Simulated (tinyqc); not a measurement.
Ways to converge the cycle: SCF convergence aids in the sto-6g basis, for NH3+, spin multiplicity 2. Computed by the program tinyqc with PySCF. UHF with one setting changed at a time; a run stops when the energy changes by less than 1e-09 hartree and the error matrix is below 1e-5. The start is the Wolfsberg-Helmholz matrix. Damping d keeps d of the old density; a shift (hartree) raises the virtual levels; DIIS n extrapolates F over n matrices.

Geometry (angstrom):
```
atom        x        y       z
N      0.0000   0.0000  0.1260
H      1.2290   0.0000  0.0000
H     -0.6140   1.0640  0.0000
H     -0.6140  -1.0640  0.0000
```

lowest solution found by these runs and by PySCF with stability checks = -55.670756 hartree

Largest element of the error matrix X^T (FDS - SDF) X:
```
iteration    plain  damping 0.3  damping 0.6  shift 0.4   DIIS 3   DIIS 8
1          2.0e-01      2.0e-01      2.0e-01    2.0e-01  2.0e-01  2.0e-01
2          5.3e-02      7.1e-02      1.3e-01    5.6e-02  5.3e-02  5.3e-02
3          1.6e-02      3.3e-02      8.0e-02    3.1e-02  1.6e-02  1.6e-02
4          6.1e-03      1.9e-02      5.0e-02    1.6e-02  5.5e-03  5.5e-03
5          4.6e-03      1.1e-02      3.2e-02    8.8e-03  3.6e-03  3.6e-03
6          3.1e-03      6.7e-03      2.4e-02    6.1e-03  2.4e-03  2.7e-04
8          1.8e-03      3.8e-03      1.4e-02    3.4e-03  6.1e-05  2.4e-05
10         1.0e-03      2.4e-03      8.2e-03    2.1e-03  1.2e-05  3.2e-07
14         3.5e-04      1.1e-03      4.0e-03    9.9e-04        -        -
20         6.8e-05      3.7e-04      1.8e-03    3.1e-04        -        -
30               -      6.0e-05      6.5e-04    4.6e-05        -        -
45               -            -      1.5e-04          -        -        -
60               -            -      3.2e-05          -        -        -
```

How each run ends:
```
run          iterations  E (hartree)                                                        state
plain                29    -55.67076                                                 lowest found
damping 0.3          41    -55.67076                                                 lowest found
damping 0.6         >60    -55.67076  falls steadily but slowly, by a factor of about 0.90 a step
shift 0.4            39    -55.67076                                                 lowest found
DIIS 3               13    -55.67076                                                 lowest found
DIIS 8               10    -55.67076                                                 lowest found
```

What does the comparison show, and why?

5 of 6 runs reach the lowest solution found, in 10 to 41 iterations (fastest: DIIS 8). Not converged: damping 0.6. Plain steps already contract here, so damping only slows them. DIIS 3 and DIIS 8 gain by cancelling the error over several earlier matrices, much as a quasi-Newton step does.
